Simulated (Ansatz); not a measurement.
Ansatz (a first-principles code) input (HF/3-21G): The .json file is the Basis Set Exchange's 3-21G.

Ansatz 0.2 input:
```yaml
crystal:
  periodic: [false, false, false]
  atoms:
    - {symbol: O, position_ang: [0.32597206, 1.29805739, 0.32538062]}
    - {symbol: C, position_ang: [-0.07305016, 0.13827849, 0.02469168]}
    - {symbol: N, position_ang: [0.98087675, -0.78089792, -0.37028912]}
    - {symbol: C, position_ang: [-1.33762629, -0.39399878, 0.02527724]}
    - {symbol: H, position_ang: [0.81243494, -1.75372820, -0.20434620]}
    - {symbol: H, position_ang: [-1.52759070, -1.39904266, -0.30666676]}
    - {symbol: H, position_ang: [-2.17668174, 0.22533145, 0.27642513]}
    - {symbol: H, position_ang: [1.88198248, -0.45641255, -0.07624691]}
basis:
  gaussian:
    orbitals: 3-21G.json
hamiltonian:
  xc: {name: HF}
total_charge: -1
phonons: {temperatures: {t_min: 298.15, t_max: 298.15, t_step: 100}}
```

**Question.** Which harmonic wavenumbers does it give?

**Answer.** 351, 499, 548, 582, 595, 684, 858, 941, 1107, 1207, 1391, 1624, 1764, 1793, 3286, 3366, 3687, 3810 cm⁻¹ (unscaled; negative means imaginary).
